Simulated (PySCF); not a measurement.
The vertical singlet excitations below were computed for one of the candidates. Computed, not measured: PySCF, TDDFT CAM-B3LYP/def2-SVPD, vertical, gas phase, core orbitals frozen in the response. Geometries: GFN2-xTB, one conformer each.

```json
{"state": "S1", "E (eV)": "6.36", "λ (nm)": "194.9", "f": "0.0067"}
{"state": "S2", "E (eV)": "6.50", "λ (nm)": "190.9", "f": "0.0032"}
{"state": "S3", "E (eV)": "7.13", "λ (nm)": "173.9", "f": "0.028"}
{"state": "S4", "E (eV)": "7.29", "λ (nm)": "170.1", "f": "0.015"}
{"state": "S5", "E (eV)": "7.39", "λ (nm)": "167.8", "f": "0.034"}
{"state": "S6", "E (eV)": "7.62", "λ (nm)": "162.6", "f": "0.013"}
{"state": "S7", "E (eV)": "7.66", "λ (nm)": "161.9", "f": "0.027"}
{"state": "S8", "E (eV)": "8.01", "λ (nm)": "154.9", "f": "0.047"}
```

Question: Which candidate is it? All have the formula C4H10N2.
A. `C=CN(C)NC`
B. `CN1CCN1C`
C. `CNNC1CC1`
D. `NN1CCCC1`

Answer: C. Its S1, at 6.36 eV, is the highest among the candidates; the nearest of the others has S1 at 5.76 eV. S1 is HOMO→LUMO (68%), HOMO-1→LUMO (11%). Löwdin shares by element: HOMO nitrogen 64%, carbon 14% or more (atoms not listed hold the other 22%); LUMO carbon 30% or more, hydrogen 27% or more (atoms not listed hold the other 43%). At the same level the other candidates give, for their lowest levels:
- `NN1CCCC1`: 5.30 eV (f 0.004); 6.31 eV (f 0.009); 6.42 eV (f 0.006); 6.60 eV (f 0.002); 6.90 eV (f 0.025); T1 5.12 eV; HOMO -7.00, LUMO 1.39 eV
- `C=CN(C)NC`: 5.50 eV (f 0.023); 6.22 eV (f 0.061); 6.29 eV (f 0.226); 6.45 eV (f 0.093); 6.72 eV (f 0.008); T1 4.10 eV; HOMO -6.96, LUMO 1.23 eV
- `CN1CCN1C`: 5.76 eV (f 0.000); 6.15 eV (f 0.033); 6.29 eV (f 0.006); 6.82 eV (f 0.080); 6.89 eV (f 0.000); T1 5.58 eV; HOMO -7.01, LUMO 1.54 eV

Shape of the structure used: `[CH3:1][NH:2][NH:3][CH:4]1[CH2:5][CH2:6]1`: C1–N2–N3–C4 84°, N2–N3–C4–C5 142°.
Triplets come from the Tamm–Dancoff approximation.
